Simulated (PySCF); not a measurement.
**H3NO (hydroxylamine) at 6 levels**

Aim: a comparison of 6 runs (HF/STO-3G, HF/3-21G, BHLYP/def2-TZVPP, M06-L/def2-TZVPP, revPBE/def2-TZVPP, CCSD(T)/def2-TZVPP) of H3NO (hydroxylamine). The job is set up through a Python script.

Program for the calculation: PySCF 2.14.0.

3 further runs of the same task are left out: 3 set aside as unsound or not needed.

## Step 1: The structure to begin with

H3NO: 5 atoms, total charge 0, spin state singlet. SMILES: `NO`. The shape is that of a PBE0-D4/def2-TZVP optimisation. This is one conformer, not always the lowest.

Bond lengths: N1–O2 1.422 Å, N1–H3 1.016 Å, N1–H4 1.016 Å, O2–H5 0.960 Å. Angles: N1–O2–H5 102.8°, O2–N1–H3 104.5°, O2–N1–H4 104.5°, H3–N1–H4 106.0°.

## Step 2: A single-point energy at HF/STO-3G (run 1)

File calc.py:

```python
# hydroxylamine
from pyscf import gto, scf

mol = gto.M(
    atom='''
N     -0.165120    -0.361290    -0.321170
O      0.364460     0.666040     0.508060
H     -0.162690    -1.190020     0.266770
H     -1.141650    -0.109840    -0.446210
H      1.105010     0.995100    -0.007440
''',
    max_memory=1860,
    spin=0,
    basis='sto-3g',
    verbose=3,
)

mf = scf.RHF(mol)
mf.conv_tol = 1e-10
mf.kernel()
if not mf.converged:
    mf = mf.newton().run(mf.mo_coeff, mf.mo_occ)

e_tot = mf.e_tot
print('Final energy', e_tot)
```

Run with:

```console
$ OMP_NUM_THREADS=1 python calc.py
```

The program printed:

```text
converged SCF energy = -129.259928242136
Final energy -129.25992824213552
```

Wall time 0.62 s (1 thread of Arm Neoverse V1, shared host); peak memory 0.099 GiB.

## Step 3: The energy at HF/3-21G (run 2)

File input.py:

```python
# hydroxylamine
from pyscf import gto

system = gto.M(
    atom='''
N       -0.165120      -0.361290      -0.321170
O        0.364460       0.666040       0.508060
H       -0.162690      -1.190020       0.266770
H       -1.141650      -0.109840      -0.446210
H        1.105010       0.995100      -0.007440
''',
    verbose=3,
    max_memory=1860,
    basis='3-21g',
    charge=0,
)

hf = system.RHF()
hf.conv_tol = 1e-10
hf.kernel()
if not hf.converged:
    hf = hf.newton().run(hf.mo_coeff, hf.mo_occ)

energy = hf.e_tot
print('Final energy', energy)
```

Run with:

```console
$ OMP_NUM_THREADS=1 python input.py
```

The program printed:

```text
converged SCF energy = -130.254411185372
Final energy -130.25441118537162
```

Run time: 0.81 s. Hardware: 1 thread of Arm Neoverse V1, shared host; peak memory 0.12 GiB.

Runs 3 to 5 aren't shown in full; the table further down has their settings and results.

## Step 4: A single-point energy at CCSD(T)/def2-TZVPP (run 6)

File input.xyz:

```xyz
5
H3NO
N     -0.165120    -0.361290    -0.321170
O      0.364460     0.666040     0.508060
H     -0.162690    -1.190020     0.266770
H     -1.141650    -0.109840    -0.446210
H      1.105010     0.995100    -0.007440
```

File input.py:

```python
from pyscf import gto, scf, cc

mol = gto.Mole()
mol.atom = 'input.xyz'
mol.verbose = 3
mol.basis = 'def2-tzvpp'
mol.max_memory = 1860
mol.spin = 0
mol.build()

mf = scf.RHF(mol)
mf.conv_tol = 1e-10
mf.kernel()
if not mf.converged:
    mf = mf.newton().run(mf.mo_coeff, mf.mo_occ)

mycc = cc.CCSD(mf, frozen=2)
mycc.kernel()
e_t = mycc.ccsd_t()
e_final = mycc.e_tot + e_t
print(f'total energy: {e_final:.8f} hartree')
```

Run with:

```console
$ OMP_NUM_THREADS=1 python input.py
```

The program printed:

```text
converged SCF energy = -131.049059212324
E(CCSD) = -131.5268653103179  E_corr = -0.4778060979937762
CCSD(T) correction = -0.0167640345689775
total energy: -131.54362934 hartree
```

Wall time 33 s (1 thread of Arm Neoverse V1, shared host); peak memory 0.71 GiB.

## Step 5: The series

```tsv
run	level	integration grid	frozen core orbitals	energy (Eh)	dipole moment (D) of the reference	HOMO energy (eV)	LUMO energy (eV)	wall time
1	HF/STO-3G	–	–	-129.259928	0.39	-9.13	15.06	0.62 s
2	HF/3-21G	–	–	-130.254411	0.77	-11.02	7.48	0.81 s
3	BHLYP/def2-TZVPP	5	–	-131.702303	0.62	-9.06	1.71	12 s
4	M06-L/def2-TZVPP	5	–	-131.752691	0.52	-6.08	1.21	26 s
5	revPBE/def2-TZVPP	5	–	-131.740564	0.50	-5.76	0.37	11 s
6	CCSD(T)/def2-TZVPP	–	2	-131.543629	0.68	-11.58	3.65	33 s
```

## Step 6: Summary of results

| quantity | value |
| --- | --- |
| run 6: total energy | -131.54363 Eh |
| run 6: dipole moment (Hartree–Fock density) | 0.68 D |
| run 6: HOMO energy (Hartree–Fock orbitals) | -11.58 eV |
| run 6: LUMO energy (Hartree–Fock orbitals) | 3.65 eV |
| run 6: HOMO–LUMO gap (Hartree–Fock orbitals) | 15.24 eV |
| run 6: correlation energy (2 core orbitals frozen) | -494.6 mEh |
| run 6: (T) correction | -16.76 mEh |
| run 6: T1 diagnostic | 0.009 |

**Reading.** Over runs 1, 2, 3, 4, 5 the dipole moment (its size) runs from 0.39 D (HF/STO-3G) to 0.77 D (HF/3-21G). Over runs 1, 2, 3, 4, 5 the HOMO–LUMO gap runs from 6.12 eV (revPBE/def2-TZVPP) to 24.19 eV (HF/STO-3G). The two ends differ in method and basis. Totals of different functionals can't be ranked against each other. In run 1 the basis is minimal, so the values are rough. All runs together took 83 s, the longest 33 s.
